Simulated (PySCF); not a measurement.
Compound: nitric acid, HNO3.
Bonds: O1–N2 (double), N2–O3, N2–O4. Hydrogens: H5 on O4.

Torsions of this conformer, `[O:1]=[N+:2]([O-:3])[OH:4]`: H–O4–N2–O1 0°.

The closed-shell ground state was solved at several levels (PySCF, density fitting, gas phase, non-relativistic). One conformer (not necessarily the lowest) at the PBE0-D3(BJ)/def2-TZVP geometry, without solvent, vibrations or thermal averaging.

| level | basis functions | HOMO (eV) | LUMO (eV) | gap (eV) | dipole (D) |
| --- | --- | --- | --- | --- | --- |
| B97-2/pcSseg-2 | 158 | -9.26 | -2.09 | 7.17 | 2.40 |
| wB97X-D/aug-cc-pVTZ | 207 | -11.50 | -0.13 | 11.37 | 2.36 |
| PBE0/pcSseg-2 | 158 | -9.58 | -1.99 | 7.59 | 2.42 |
| wB97X-D/pcSseg-2 | 158 | -11.52 | -0.11 | 11.41 | 2.44 |
| CAM-B3LYP/aug-cc-pVTZ | 207 | -11.14 | -0.92 | 10.22 | 2.38 |
| KT3/pcSseg-2 | 158 | -7.88 | -3.00 | 4.88 | 2.28 |

What might PBE0/aug-cc-pVTZ (207 basis functions) give for the same quantities?

HOMO -9.57 eV, LUMO -2.01 eV, gap 7.56 eV, dipole 2.35 D.

Over all these levels, which gives the widest orbital gap and which the narrowest?

wB97X-D/pcSseg-2 (range-separated hybrid) has the widest, 11.41 eV, and KT3/pcSseg-2 (GGA) the narrowest, 4.88 eV. The two share the basis. From the narrowest to the widest the HOMO moves by -3.64 eV and the LUMO by +2.89 eV.

In the pcSseg-2 basis, how does the gap go with the fixed share of exact exchange?

KT3 (0 %) 4.88 eV; B97-2 (21 %) 7.17 eV; PBE0 (25 %) 7.59 eV. Each rise in the share widens the gap here.

How far do the dipole and the HOMO energy spread over the levels?

The dipole runs from 2.28 to 2.44 D (mean 2.38 D) and the HOMO from -11.52 to -7.88 eV.
